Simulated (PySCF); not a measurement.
**Static response to an electric field**

Compound: C₄H₃ClO.
Atom-mapped SMILES: `[O:1]=[C:2]1[CH:3]=[C:4]([Cl:5])[CH2:6]1` (hydrogens: H7 on C3; H8, H9 on C6)

Cartesian coordinates in Å at the GFN2-xTB level; atoms count from 1:
```xyz
9
C4H3ClO angstrom
O     -2.2397    0.1605   -0.5059
C     -1.0712    0.1556   -0.2613
C      0.0232    1.1401   -0.2513
C      0.9072    0.2024    0.1412
Cl     2.5545    0.2150    0.4829
C     -0.0753   -0.9444    0.1907
H      0.0893    2.1883   -0.4700
H     -0.2650   -1.3665    1.1757
H      0.0905   -1.7451   -0.5273
```

Level: CAM-B3LYP/def2-SVPD (PySCF), static field, nuclei fixed, core orbitals frozen in the response. The polarisability tensor in these axes (au):

```
x   86.16 -1.86  9.77
y   -1.86 57.17 -3.90
z    9.77 -3.90 44.25
```

Problem. What are the eigenvalues, a third of the trace, and Δα (Δα² = ½Σ(αi − αj)² over the three pairs)?

Solution. Principal values 41.35, 57.68 and 88.55 au; mean 62.53 au = 9.27 Å³ = 10.31 × 10⁻⁴⁰ C²·m²/J; Δα = 41.52 au (66 % of the mean).

Problem. What is the dipole moment, and where does it point?

Solution. (2.68, -0.13, 0.59) D, 2.74 D in size, pointing from the negative to the positive side. Measured along this direction, the outermost atoms are O1 at the negative end and Cl5 at the positive end.

Problem. What molar refraction does this α imply?

Solution. Lorentz–Lorenz: R = (4π/3)N_A α = 2.5225 cm³/(mol·Å³) × 9.27 Å³ = 23.4 cm³/mol, in the limit of long wavelengths.

Problem. What depolarisation ratio follows for Rayleigh scattering of linearly polarised light, taking the static tensor?

Solution. ρ = 3Δα²/(45ᾱ² + 4Δα²) = 5171.4/(175932 + 6895.1) = 0.0283.

Problem. What would n − 1 = 2πNα be for an ideal gas of these molecules at 273.15 K and 1 atm, electronic part alone?

Solution. N = p/kT = 2.6868 × 10¹⁹ cm⁻³, so n − 1 = 2π × N × 9.27 × 10⁻²⁴ cm³ = 1564 × 10⁻⁶ at long wavelengths.

Problem. Traceless (Buckingham) quadrupole moment about the centre of nuclear charge: eigenvalues?

Solution. -13.78, 4.88, 8.90 D·Å. The values depend on the origin, since the dipole doesn't vanish. The electronic extent ⟨r²⟩ about the same centre is 755 bohr², a root-mean-square distance of 2.02 Å for the 52 electrons.

Geometry: GFN2-xTB; no solvent, vibrations or thermal averaging.
